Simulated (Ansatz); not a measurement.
[H···H···SiH$_{3}$], doublet: transfer scan

Starting geometry:

```xyz
6

H    -2.4285    0.0000    0.0000
H    -1.6835    0.0000    0.0000
Si    0.0895    0.0000    0.0000
H     0.5395   -1.4163    0.0000
H     0.5395    0.7081   -1.2265
H     0.5395    0.7081    1.2265
```

From there H2 is moved from one fragment to the other while all else, the fragments' distance too, stays fixed; atoms are numbered as listed. Energies are in kJ/mol, counted from the starting geometry at the same level.

Basis 6-31G; Ansatz 0.2.0. Correlated methods freeze the noble-gas cores. R marks a restricted (for open shells ROHF) determinant, U an unrestricted one. Active spaces: valence = (9e, 9o) chosen from the atoms' valence shells.

Runs in a small pair space aren't shown, since their orbitals change along the scan.

Full CI is exact within this basis and frozen core; it isn't the basis-set limit. The frozen core follows each run's orbitals, which can shift R against U totals by a few meV.

| distance H1-H2 (Å) | full CI | unpaired electrons (full CI) | error UMP2 | error UCCSD | error UCCSD(T) | error RCCSDT | error RCCSDTQ | error CASSCF (valence space) |
| --- | --- | --- | --- | --- | --- | --- | --- | --- |
| 0.693 | 4.3 | 1.03 | -1.0 | -0.1 | 0.0 | 0.0 | 0.0 | 0.3 |
| 0.745 | 0.0 | 1.03 | 0.0 | 0.0 | 0.0 | 0.0 | 0.0 | 0.0 |
| 0.793 | 2.1 | 1.03 | 0.8 | 0.1 | 0.0 | 0.0 | 0.0 | -0.4 |
| 0.840 | 7.2 | 1.03 | 1.1 | 0.2 | 0.1 | 0.0 | 0.0 | -1.0 |
| 0.888 | 13.8 | 1.03 | 0.9 | 0.2 | 0.1 | 0.0 | 0.0 | -1.6 |
| 0.935 | 20.6 | 1.03 | 0.1 | 0.2 | 0.1 | 0.0 | 0.0 | -2.4 |
| 0.983 | 27.6 | 1.03 | -1.3 | 0.1 | 0.0 | 0.0 | 0.0 | -3.3 |
| 1.030 | 34.9 | 1.03 | -2.9 | 0.0 | 0.0 | 0.0 | 0.0 | -4.2 |
| 1.078 | 43.7 | 1.03 | -4.7 | -0.1 | -0.1 | 0.0 | 0.0 | -5.2 |

Unpaired electrons are Σ n²(2−n)² over natural occupations. Errors are those of relative energies. In total energy the starting point itself misses full CI by: UMP2 74.0, UCCSD 3.6, UCCSD(T) 1.1, RCCSDT 0.1, RCCSDTQ 0.0, CASSCF (valence space) 76.7 kJ/mol.

Spread of the error over the points with a reference, to 1.078 Å (largest less smallest): RCCSDTQ 0.0, RCCSDT 0.0, UCCSD(T) 0.1, UCCSD 0.3, CASSCF (valence space) 5.5, UMP2 5.8 kJ/mol.
